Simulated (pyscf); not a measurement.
Elementary routes open to H₂N–SiH₂–NH₂ + HF in the gas phase (singlet surface):
A. H₂N–SiH(NH₂)–F + H₂ (H–Si, F–H broken; F–Si, H–H formed)
B. NH₃ + H₂N–SiH₂–F (N–Si, F–H broken; H–N, F–Si formed)

Optimised with ωB97X-D3(BJ)/def2-SVP in PySCF.

### Question
Rank the routes by free-energy barrier at 900 K, lowest first, for ωB97M-D3(BJ)/def2-TZVP energies (ideal gas, 1 atm, RRHO with modes under 100 cm⁻¹ raised to 100, one conformer, R ln 2 for chiral ones without a mode under 150 cm⁻¹).

### Answer
B (157.7 kJ/mol), A (228.6 kJ/mol)

Route B is the fastest of these, ahead of the next by 71.0 kJ/mol. The most stable products are those of A (ΔG = -146.9 kJ/mol), whose barrier is 71.0 kJ/mol higher: the kinetic and the thermodynamic product differ. At 298 K B is still the fastest. B: On the reactant side the descent ends in a bound adduct, 43.6 kJ/mol under the separated species and 65.5 kJ/mol under the saddle at ωB97X-D3(BJ)/def2-TZVP. On the product side the descent ends in an adduct with a N–Si contact, 52.0 kJ/mol over the separated species and 65.0 kJ/mol under the saddle at ωB97X-D3(BJ)/def2-TZVP. Only these routes are compared; each barrier is that of the saddle found, and lower ones may exist.
